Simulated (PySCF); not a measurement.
Reproducing measurements on formyl fluoride

**Measured values to compare with.**

From NIST CCCBDB Release 22 (SRD 101), experimental dipoles, for the gas: dipole moment 2.081 D.

The results are set against them at the end.

Compound: formyl fluoride, CHFO.
SMILES with atom numbers: `[O:1]=[CH:2][F:3]` (hydrogens: H4 on C2)

Geometry (PBE0-D3(BJ)/def2-SVP, Å), atoms numbered from 1 in this order:
```xyz
4
CHFO angstrom
O     -0.860   -0.890    0.044
C     -0.061   -0.026    0.032
F      1.249   -0.247    0.011
H     -0.253    1.065    0.037
```

The PySCF runs (gas phase, on this PBE0-D3(BJ)/def2-SVP geometry; no spin–orbit coupling):

```tsv
level	job	basis functions	wall time
PBE0-D3(BJ)/def2-SVP, grid level 1	geometry optimisation from a GFN2-xTB start shaken at random	47	2.9 s
PBE0/IGLO-III	shieldings, charges and field gradients	115	2.9 s
PBE0/aug-cc-pVDZ	shieldings, charges and field gradients	78	2.1 s
PBE0/cc-pVDZ	shieldings, charges and field gradients	47	1.6 s
PBE0/cc-pVTZ	shieldings, charges and field gradients	104	2.8 s
PBE0/pcSseg-0	shieldings, charges and field gradients	29	1.2 s
PBE0/pcSseg-3	shieldings, charges and field gradients	249	10 s
HF/pcJ-1	spin–spin couplings from 4 perturbed nuclei	91	0.74 s
KT2/pcJ-1	spin–spin couplings from 4 perturbed nuclei	91	2.3 s
LDA/pcJ-1	spin–spin couplings from 4 perturbed nuclei	91	1.4 s
PBE/pcJ-1	spin–spin couplings from 4 perturbed nuclei	91	2.1 s
PBE0/pcJ-1	spin–spin couplings from 4 perturbed nuclei	91	1.8 s
```

Hardware: an Arm Neoverse V2 with one thread, shared host.

**Comparison with experiment**

**Dipole moment.** Measured: 2.081 D (NIST CCCBDB Release 22 (SRD 101), experimental dipoles).

```json
{"level": "PBE0-D3(BJ)/def2-SVP", "computed (D)": "2.010", "computed − measured (D)": "-0.071", "% (from the printed values)": "-3"}
{"level": "PBE0/IGLO-III", "computed (D)": "2.107", "computed − measured (D)": "+0.026", "% (from the printed values)": "+1"}
{"level": "PBE0/aug-cc-pVDZ", "computed (D)": "2.098", "computed − measured (D)": "+0.017", "% (from the printed values)": "+1"}
{"level": "PBE0/cc-pVDZ", "computed (D)": "1.947", "computed − measured (D)": "-0.134", "% (from the printed values)": "-6"}
{"level": "PBE0/cc-pVTZ", "computed (D)": "2.057", "computed − measured (D)": "-0.024", "% (from the printed values)": "-1"}
{"level": "PBE0/pcSseg-0", "computed (D)": "2.260", "computed − measured (D)": "+0.179", "% (from the printed values)": "+9"}
{"level": "PBE0/pcSseg-3", "computed (D)": "2.101", "computed − measured (D)": "+0.020", "% (from the printed values)": "+1"}
{"level": "HF/pcJ-1", "computed (D)": "2.558", "computed − measured (D)": "+0.477", "% (from the printed values)": "+23"}
{"level": "KT2/pcJ-1", "computed (D)": "2.016", "computed − measured (D)": "-0.065", "% (from the printed values)": "-3"}
{"level": "LDA/pcJ-1", "computed (D)": "2.053", "computed − measured (D)": "-0.028", "% (from the printed values)": "-1"}
{"level": "PBE/pcJ-1", "computed (D)": "1.982", "computed − measured (D)": "-0.099", "% (from the printed values)": "-5"}
{"level": "PBE0/pcJ-1", "computed (D)": "2.153", "computed − measured (D)": "+0.072", "% (from the printed values)": "+3"}
```

12 of the 13 levels run are shown, the closest and the furthest among them. The computed dipoles belong to one fixed geometry; measured ones are averaged over vibrations unless marked μe. Magnitudes are compared, not signs.

The geometry is computed, not the measured one. Where a level misses, the cause wasn't examined.
